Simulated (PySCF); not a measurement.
C3H7, SMILES C[CH]C, multiplicity 2. Atoms are numbered in the order given.

```xyz
10

C     -0.0027    -0.1973     1.2866
C      0.0449     0.5343     0.0000
C     -0.0027    -0.1973    -1.2866
H      0.2259     0.4487     2.1364
H      0.7031    -1.0362     1.2962
H     -0.9965    -0.6358     1.4725
H     -0.1014     1.6084     0.0000
H      0.2259     0.4487    -2.1364
H     -0.9965    -0.6358    -1.4725
H      0.7031    -1.0362    -1.2962
```
Charge 0, spin multiplicity 2.

The structure is a stationary point at PBE0-D3(BJ)/def2-TZVP. The isomer is the one that the SMILES or the coordinates give; other isomers of the formula were not compared.

Method: PBE/def2-TZVPD run with PySCF.

Computed frontier levels, dipole moment and polarisability:
- α spin, highest occupied and lowest empty level: -4.05 and -0.15 eV
- β spin, highest occupied and lowest empty level: -8.19 and -2.05 eV
- dipole moment: 0.047 e·Å
- quadrupole, principal values (traceless, Buckingham form, about the centre of nuclear charge): -1.07, 0.52, 0.55 D·Å
- mean static polarisability: 42.8 bohr³ (6.34 Å³)
- polarisability, principal values: 37.4, 41.8, 49.1 bohr³
- ⟨S²⟩: 0.754 (pure state 0.75)
